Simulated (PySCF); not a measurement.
**AlC: bond curves at several levels of theory**

One table from this session's results is given with a row withheld; the runs are named, their logs left out.

Method: Al x2c-TZVPPall, C x2c-TZVPPall, spin-free X2C with a Gaussian nucleus; program: PySCF 2.14.0.

Set-up of the first run:

A driver script around PySCF takes these settings:

* atoms: Al, C
* charge: 0
* basis: Al x2c-TZVPPall, C x2c-TZVPPall
* Hamiltonian: spin-free X2C with a Gaussian nucleus
* basis functions: 73
* electrons treated: 19
* masses in u: 26.9815, 12.0000
* levels: PBE0, PBE, r²SCAN, MN15, r²SCAN0, M06, BHandHLYP, CAM-B3LYP, HF, MP2, SCS-MP2, CCSD, CCSD(T)
* grid: 80 radial by 434 angular points
* occupations: held fixed by the projection of orbital angular momentum
* dissociation limit: Al + C, each in its ground configuration
* starting distance in angstrom: 1.905
* values of 2S to try: 1, 3

Command:

```sh
$ OMP_NUM_THREADS=1 python dia.py task.json out
```

Among the steps run: The job; PBE0 along the bond; Other states along the same grid; PBE (GGA); r²SCAN (meta-GGA); MN15 (hybrid meta-GGA); r²SCAN0; M06; BHandHLYP (global hybrid GGA); CAM-B3LYP; UHF; Correlated methods on the Hartree–Fock reference.

One table of the session follows, with a row left open; its other results are not shown here.

It belongs to the step «The curves together». Energy (eV) from each level's lowest point:

```
R (Å)    UHF  UHF-MP2  UHF-SCS-MP2  UHF-CCSD  UHF-CCSD(T)
1.693  0.769    0.789        0.781       n/a          n/a
1.772  0.345    0.362        0.356     0.347        0.350
1.851  0.111    0.121        0.118     0.112        0.114
1.910  0.026    0.031        0.030     0.027        0.028
1.969  0.000    0.000        0.000     0.000        0.000
2.028      ?        ?            ?         ?            ?
2.107  0.098    0.087        0.090     0.095        0.093
2.205  0.253    0.237        0.242     0.250        0.246
2.323  0.489    0.472        0.478     0.486        0.480
2.481  0.841    0.830        0.837       n/a          n/a
```

**Question.** Estimate the row for R (Å) = 2.028.

Worked estimate for «UHF». A straight line through the neighbours (1.969, 0.000) and (2.107, 0.098) gives 0.000 + (0.098 − 0.000) × (2.028 − 1.969) / (2.107 − 1.969) = 0.042; a parabola fitted to 4 rows on both sides gives 0.023.

As computed: UHF: 0.020; UHF-MP2: 0.014; UHF-SCS-MP2: 0.016; UHF-CCSD: 0.018; UHF-CCSD(T): 0.018. In «UHF» the line misses by +0.022 and the parabola by +0.003.
